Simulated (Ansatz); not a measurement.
Run this with Ansatz 0.2.0, Python API and show what comes out.

The script, `composite_c2h4b.py`:
```python
"""A composite energy for C2H4B(-): DFT geometry, MP2 basis limit, coupled-cluster correction."""

import itertools

import ansatz as az
from ase.data import atomic_numbers, covalent_radii
import numpy as np

BASIS = "def2-SVP"
FUNCTIONAL = "r2scan"
NET_CHARGE = -1


def main() -> None:
    geometry_ang = [
        ("B", (-0.9822, -0.0182, -0.0955)),
        ("C", (0.5539, 0.0103, 0.0539)),
        ("C", (1.7534, 0.0325, 0.1705)),
        ("H", (-1.3005, -0.9651, -0.7442)),
        ("H", (-1.3466, 0.9767, -0.6397)),
        ("H", (-1.4846, -0.0881, 0.9822)),
        ("H", (2.8065, 0.0519, 0.2729)),
    ]
    geometry = az.Crystal.molecule()
    for symbol, xyz in geometry_ang:
        geometry = geometry.atom(symbol, xyz)

    base = (
        geometry.calculation()
        .basis(gaussian=BASIS)
        .functional(FUNCTIONAL)
        .charge(NET_CHARGE)
    )
    symbols = [site.symbol for site in geometry.cartesian_sites]
    start = np.array([site.position_ang for site in geometry.cartesian_sites], dtype=float)
    report = base.relax(force_tolerance=0.01).run(threads=1, pin="off").report
    end = np.array(report["positions_ang"])
    # pairs closer than 1.2 times the sum of covalent radii, before or after
    radius = [covalent_radii[atomic_numbers[s]] for s in symbols]
    span = lambda where, i, j: np.linalg.norm(where[i] - where[j])
    bonded = [(i, j) for i, j in itertools.combinations(range(len(symbols)), 2) if min(span(start, i, j), span(end, i, j)) < 1.2 * (radius[i] + radius[j])]
    print("pair        before    after (A)")
    for i, j in bonded:
        print(f"{symbols[i]}{i}-{symbols[j]}{j}".ljust(10), f"{span(start, i, j):8.4f} {span(end, i, j):8.4f}")

    minimum = az.Crystal.molecule()
    for symbol, place in zip(symbols, end):
        minimum = minimum.atom(symbol, place.tolist())
    at_minimum = minimum.calculation().charge(NET_CHARGE)
    # MP2 extrapolated to the basis limit, plus the small-basis difference CCSD(T) - MP2
    level = lambda method, basis: at_minimum.basis(gaussian=basis).correlation(method).run(threads=1, pin="off").report
    small, large, cluster = level("mp2", "cc-pVDZ"), level("mp2", "cc-pVTZ"), level("ccsd_t", "cc-pVDZ")
    corr = lambda each: (each["free_energy_ev"] - each["reference_energy_ev"]) / 27.211386246
    mp2_limit = (27 * corr(large) - 8 * corr(small)) / 19
    pieces = {"HF / cc-pVTZ": large["reference_energy_ev"] / 27.211386246, "MP2 correlation, DZ-TZ limit": mp2_limit, "CCSD(T) - MP2 / cc-pVDZ": corr(cluster) - corr(small)}
    for name, value in pieces.items():
        print(f"{name:32s} {value:14.6f} Ha")
    print(f"{'sum':32s} {sum(pieces.values()):14.6f} Ha")
    print("T1 diagnostic", round(cluster["correlation"]["coupled_cluster"]["t1_diagnostic"], 4))


if __name__ == "__main__":
    main()
```

```console
$ python composite_c2h4b.py
pair        before    after (A)
B0-C1        1.5436   1.5811
B0-H3        1.1911   1.2458
B0-H4        1.1911   1.2458
B0-H5        1.1911   1.2458
C1-C2        1.2054   1.2318
C2-H6        1.0582   1.0737
HF / cc-pVTZ                        -102.720680 Ha
MP2 correlation, DZ-TZ limit          -0.485440 Ha
CCSD(T) - MP2 / cc-pVDZ               -0.048868 Ha
sum                                 -103.254988 Ha
T1 diagnostic 0.0127
```

Caveats:
- Total energies depend on the basis set; only differences at equal settings carry meaning.
- The sum leaves out core correlation, relativity, the Hartree-Fock basis error and zero-point energy; a DZ-TZ extrapolation is rough.
- Inner cores stay frozen, so this is valence correlation.
- An extrapolation from small basis sets is rough.
- Anions want diffuse functions, which this basis lacks.
- Run time: 6 s on 1 thread of AMD EPYC 9R45 (Zen 5), with other jobs on the host, peak memory 0.27 GiB.

(A comment or docstring line of the script was reworded after the run, the code is as it ran.)
